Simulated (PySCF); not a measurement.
Delta-SCF ions had no search for a lower state. Excitations are Tamm–Dancoff values on a coarser integration grid. The basis has no diffuse functions, so Rydberg states are missing or too high.

C5H5N, SMILES `c1ccncc1` (charge 0, multiplicity 1)

Level of theory: TPSSh-D3(BJ)/def2-TZVP // PBE0-D3(BJ)/def2-SVP run with PySCF.

```yaml
HOMO: -6.56 eV
dipole_moment: 2.18 D
HOMO–LUMO gap: 5.32 eV
LUMO: -1.24 eV
S1 excitation (TDA): 4.78 eV
S1 oscillator strength: 0.004
T1 excitation (TDA): 4.07 eV
S1–T1 gap (TDA): 0.71 eV
vertical ionisation energy (Delta-SCF): 9.30 eV
total_energy: -248.4020 Ha
cost: around 8 core-minutes (rough)
```

```xyz
11

C      0.1482     1.1722     0.1634
C      1.2236     0.3618    -0.1920
C      0.9939    -1.0028    -0.3705
N     -0.1989    -1.5728    -0.2193
C     -1.2208    -0.7912     0.1204
C     -1.1040     0.5842     0.3239
H      0.2841     2.2464     0.3132
H      2.2247     0.7767    -0.3294
H      1.8194    -1.6682    -0.6505
H     -2.1929    -1.2847     0.2388
H     -1.9774     1.1783     0.6020
```
Charge 0, spin multiplicity 1.
